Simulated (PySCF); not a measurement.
# SiH2F2 (SMILES F[SiH2]F) at M06-2X/STO-3G

What is the vertical singlet–triplet gap of SiH2F2 at M06-2X/STO-3G? Input form: a Python script.

The calculation is run with PySCF 2.14.0.

7 further runs of the same task are left out: 1 that didn't finish, 6 set aside as unsound or not needed.

### Step 1. Starting point

The species is SiH2F2 (5 atoms), meant as a singlet with charge 0. SMILES: `F[SiH2]F`. The shape is that of a PBE0-D4/def2-TZVP optimisation.

Bond lengths: F1–Si2 1.586 Å, Si2–F3 1.586 Å, Si2–H4 1.474 Å, Si2–H5 1.474 Å. Angles: F1–Si2–F3 108.0°, F1–Si2–H4 108.5°, F1–Si2–H5 108.5°, F3–Si2–H4 108.5°, F3–Si2–H5 108.5°, H4–Si2–H5 114.6°.

### Step 2. A single-point energy at M06-2X/STO-3G

calc.py reads:

```python
# F[SiH2]F
from pyscf import gto, dft

system = gto.M(
    atom='''
F   -1.079010   0.538200   0.980720
Si  -0.005220  -0.000540  -0.054090
F    1.247630  -0.520590   0.766910
H   -0.590470  -1.138740  -0.786300
H    0.427070   1.121680  -0.907250
''',
    charge=0,
    verbose=3,
    basis='sto-3g',
    spin=0,
    max_memory=1860,
)

ks = dft.RKS(system)
ks.xc = 'm06-2x'
ks.conv_tol = 1e-10
ks.grids.level = 5
ks.kernel()
if not ks.converged:
    ks = ks.newton().run(ks.mo_coeff, ks.mo_occ)

e_final = ks.e_tot
print('Final energy', e_final)
```

Started as:

```bash
OMP_NUM_THREADS=1 python calc.py
```

Output:

```text
converged SCF energy = -484.148332412164
Final energy -484.14833241216445
```

Run time: 1.9 s. Hardware: 1 thread of AMD EPYC 9R45 (Zen 5), shared host; peak memory 0.21 GiB.

### Step 3. The triplet

input.py reads:

```python
from pyscf import gto, dft

mol = gto.Mole()
mol.atom = '''
F       -1.079010       0.538200       0.980720
Si      -0.005220      -0.000540      -0.054090
F        1.247630      -0.520590       0.766910
H       -0.590470      -1.138740      -0.786300
H        0.427070       1.121680      -0.907250
'''
mol.max_memory = 1860
mol.verbose = 3
mol.basis = 'sto-3g'
mol.spin = 2
mol.build()

mf = dft.UKS(mol, xc='m06-2x')
mf.grids.level = 5
mf.conv_tol = 1e-10
mf.kernel()
if not mf.converged:
    mf = mf.newton().run(mf.mo_coeff, mf.mo_occ)

e_tot = mf.e_tot
print(f'total energy: {e_tot:.8f} hartree')
```

Started as:

```bash
OMP_NUM_THREADS=1 python input.py
```

Output:

```text
WARN: HOMO 0.145731964380985 >= LUMO -0.373888817342776

WARN: HOMO 0.143691080825017 >= LUMO -0.0367170751282379

WARN: HOMO 0.159553674401637 >= LUMO -0.0974729121391671

WARN: HOMO 0.148296230267797 >= LUMO -0.0728416649459449

WARN: HOMO 0.150102682963204 >= LUMO -0.0729980454436154

WARN: HOMO 0.15006508383944 >= LUMO -0.0730491255256188

WARN: HOMO 0.150027175550462 >= LUMO -0.0730423436195352

WARN: HOMO 0.149996696676273 >= LUMO -0.0729884993686447

WARN: HOMO 0.149960837626082 >= LUMO -0.0729779729416218

WARN: HOMO 0.149946934178268 >= LUMO -0.0729844163639952

WARN: HOMO 0.149950317737242 >= LUMO -0.0729863984081245

WARN: HOMO 0.149950164051607 >= LUMO -0.0729861765665585

WARN: HOMO 0.149950177967928 >= LUMO -0.0729861511593811

WARN: HOMO 0.149949991064064 >= LUMO -0.0729862296403172

WARN: HOMO 0.149950343711255 >= LUMO -0.0729861634551545

WARN: HOMO 0.149950198094579 >= LUMO -0.0729861276713325

WARN: HOMO 0.149950228492307 >= LUMO -0.0729861207219621

converged SCF energy = -483.736895174362  <S^2> = 2.0135686  2S+1 = 3.0090322
total energy: -483.73689517 hartree
```

Run time: 5.4 s. Hardware: 1 thread of AMD EPYC 9R45 (Zen 5), shared host; peak memory 0.23 GiB.

### Step 4. Results

At M06-2X/STO-3G:

| quantity | value |
| --- | --- |
| singlet: total energy | -484.14833 Eh |
| singlet: dipole moment | 0.79 D |
| singlet: HOMO energy | -7.27 eV |
| singlet: LUMO energy | 8.94 eV |
| singlet: HOMO–LUMO gap | 16.21 eV |
| triplet: total energy | -483.73690 Eh |
| triplet: dipole moment | 0.11 D |
| triplet: ⟨S²⟩ | 2.014 |
| vertical energy of the triplet above the singlet | 11.196 eV |

**Reading.** At this shape the triplet lies 11.20 eV (1080 kJ/mol) above the singlet. In a minimal basis such a difference can be off by several eV, whatever the method. Mulliken charges (singlet) run from -0.27 on F1 to +0.85 on Si2. Mulliken charges (triplet) run from -0.19 on F1 to +0.62 on Si2; they depend strongly on the basis.
